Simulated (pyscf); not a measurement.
Structures and frequencies: ωB97X-D3(BJ)/def2-SVP in PySCF.

Problem. H₃Si–Si(SiH₃)(SiH₃)–Cl + HCl -> H₃Si–Si(SiH₃)(Cl)–SiH₂–Cl + H₂
Surface: singlet. Broken: Cl–Si, H–Si, Cl–H. Formed: Cl–Si, Cl–Si, H–H. Give ΔE‡ and ΔE from M06-2X/def2-TZVP, relative to the separated reactants.

Solution. ΔE‡ = 25.4 kcal/mol, ΔE = -19.7 kcal/mol. ωB97M-D3(BJ)/def2-TZVP gives 26.4 kcal/mol and -17.2 kcal/mol. Zero-point energy shifts the barrier by +0.7 kcal/mol. It is a multi-bond step, with an imaginary mode of 696i cm⁻¹. One saddle was located; it need not be the lowest between these sides.
